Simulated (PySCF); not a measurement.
**The first ionisation energy along the third row**

All values are computed (PySCF 2.14, energy differences of UHF-based or UKS calculations, no spin-orbit coupling). Values in eV. The last column holds reference values (NIST; (s) semi-empirical, (t) theoretical, else measured). Unmarked ones compare directly (S terms, centres of terms, or small fine structure); those marked * lie between the lowest fine-structure levels and include a spin-orbit shift.

```tsv
element	configurations	UHF	SCS-MP2 (valence)	CCSD (valence)	LDA	MP2 (valence and next inner shell)	SCS-MP2 (valence and next inner shell)	reference
Mg (dyall-acv3z, spin-free X2C)	[Ne] 3s2 → [Ne] 3s1	6.615	7.401	7.537	7.732	7.413	7.513	7.646
Al (dyall-acv3z, spin-free X2C)	[Ne] 3s2 3p1 → [Ne] 3s2	5.600	5.811	5.918	6.026	5.811	5.799	5.977
Si (dyall-acv3z, spin-free X2C)	[Ne] 3s2 3p2 → [Ne] 3s2 3p1	7.626	7.952	8.066	8.223	8.043	7.956	8.157
P (dyall-acv3z, spin-free X2C)	[Ne] 3s2 3p3 → [Ne] 3s2 3p2	9.892	10.301	10.414	10.564	10.494	10.314	10.526
S (dyall-acv3z, spin-free X2C)	[Ne] 3s2 3p4 → [Ne] 3s2 3p3	9.221	10.082	10.105	10.553	10.009	10.088	10.336
Cl (dyall-acv3z, spin-free X2C)	[Ne] 3s2 3p5 → [Ne] 3s2 3p4	11.746	12.756	12.711	13.185	12.776	12.772	12.974
Ar (dyall-acv3z, spin-free X2C)	[Ar] → [Ne] 3s2 3p5	14.529	15.618	15.529	15.971	15.747	15.640	15.819
```

```csv
method,elements,mean error (eV),mean absolute error (eV),largest error (eV)
UHF,7,-0.887,0.887,-1.290
SCS-MP2 (valence),7,-0.216,0.216,-0.254
CCSD (valence),7,-0.165,0.165,-0.290
LDA,7,0.117,0.117,0.217
MP2 (valence and next inner shell),7,-0.163,0.163,-0.326
SCS-MP2 (valence and next inner shell),7,-0.193,0.193,-0.248
```

Errors include the incompleteness of the basis and the frozen core.

"Valence" correlates the outer s and p shells and, in groups 3 to 12 and the f block, the outer d or f shell, open or full, or the next shell where the ion has no valence electron left; the wider scheme adds the next inner shell.
